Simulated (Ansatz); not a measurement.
Total energies of the cluster Li₂H₃ (the lowest doublet isomer of a short search) from Ansatz at CCSD(T)/def2-TZVPP, gas phase (1 Eh = 27.2114 eV = 2625.5 kJ/mol). The reference geometry is relaxed at PBE0-D4/def2-TZVP.

```xyz
5

Li    1.271   -2.155    0.023
Li   -0.430   -0.320   -0.565
H    -1.169    1.555   -0.183
H    -0.569    1.470    0.270
H     0.898   -0.551    0.454
```

| state | geometry | energy (Eh) |
| --- | --- | --- |
| charge 0 doublet | reference | -16.73768 |
| charge 1 singlet | reference | -16.57360 |
| charge 0 quartet | relaxed at PBE0-D4/def2-TZVP | -16.60670 |
| free Li atom (doublet) | – | -7.46805 |
| free H atom (doublet) | – | -0.49981 |

Correlated methods freeze no core orbitals; core or outer-core shells of Li are correlated, in sets that lack core-valence functions.

Task: Work out the vertical ionisation energy to the singlet.

Result: E(charge 1 singlet) − E(charge 0 doublet) = -16.57360 − (-16.73768) = 0.16408 Eh = 4.46 eV.

Task: Which of the charge 0 states is lowest, and how far above it are the others?

Result: The doublet. quartet: -16.60670 − (-16.73768) = 0.13098 Eh = 343.9 kJ/mol. The quartet has fallen apart, so its energy is that of loose fragments and no spin gap. The quartet differs in its bonds from the reference.

Task: What is the binding energy per atom against free atoms?

Result: Atoms: 2 × (-7.46805) + 3 × (-0.49981) = -16.43553 Eh. Binding: -16.43553 − (-16.73768) = 0.30215 Eh = 8.22 eV, or 1.64 eV for each of 5 atoms (no zero-point energy, no counterpoise term).

The structure comes from a short search, and lower isomers may exist.
